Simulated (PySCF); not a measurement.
**Level of theory and proton affinities: thietane**

Structure: `C1CSC1` (C3H6S). Numbering: `[CH2:1]1[CH2:2][S:3][CH2:4]1` These are map numbers, not IUPAC locants.

All levels share the PBE0-D3(BJ)/def2-SVP structures and the PBE0-D3(BJ)/def2-SVP thermal terms; only the single-point energies (PySCF) change. Values are proton affinities (298 K, kJ/mol).

Measured (NIST Chemistry WebBook): proton affinity (−ΔH) 835 kJ/mol.

```tsv
level	S3
ωB97X-D3(BJ)/def2-TZVP	846
TPSSh-D3(BJ)/def2-TZVP (grid 3)	851
```

The spread: 4 kJ/mol, from 846 to 851.

Differences come from unrounded values, so a last digit can differ from that of the printed terms.

---

# How the method moves the proton affinities of vinyl fluoride

Structure: `C=CF` (C2H3F). Numbering: `[CH2:1]=[CH:2][F:3]`

All levels share the PBE0-D3(BJ)/def2-SVP structures and the PBE0-D3(BJ)/def2-SVP thermal terms; only the single-point energies (PySCF) change. Values are proton affinities (298 K, kJ/mol).

Measured (NIST Chemistry WebBook): proton affinity (−ΔH) 729 kJ/mol.

| level | C1 | time |
| --- | --- | --- |
| PBE0-D3(BJ)/def2-TZVP (grid 1) | 719 | 6.9 s |
| ωB97X-D3(BJ)/def2-TZVP | 725 | – |
| TPSS-D3(BJ)/def2-TZVPP (grid 3) | 727 | 24 s |

Times are wall times for all single points of a level on 1 thread of Arm Neoverse N1, a shared host; the dash marks the run that also made the structures. TPSS ran on a slower path of this set-up, which computes the density-fitting integrals anew in every SCF cycle while the other levels store them. So the times needn't show the usual order of cost, and those levels read slower than they are.

The spread: 8 kJ/mol, from 719 to 727.

---

# How the method moves the proton affinities of oxazole

Structure: `c1cocn1` (C3H3NO). Atom numbers as in the mapped SMILES `[cH:1]1[cH:2][o:3][cH:4][n:5]1`. These are map numbers, not IUPAC locants.

All levels share the PBE0-D3(BJ)/def2-SVP structures and the PBE0-D3(BJ)/def2-SVP thermal terms; only the single-point energies (PySCF) change. Values are proton affinities (298 K, kJ/mol).

Measured (NIST Chemistry WebBook): proton affinity (−ΔH) 877 kJ/mol.

```tsv
level	N5	O3
B3LYP/def2-SV(P)	875	630
ωB97X-D3(BJ)/def2-TZVP	889	658
```

The widest spread is that of O3: 28 kJ/mol, from 630 to 658.
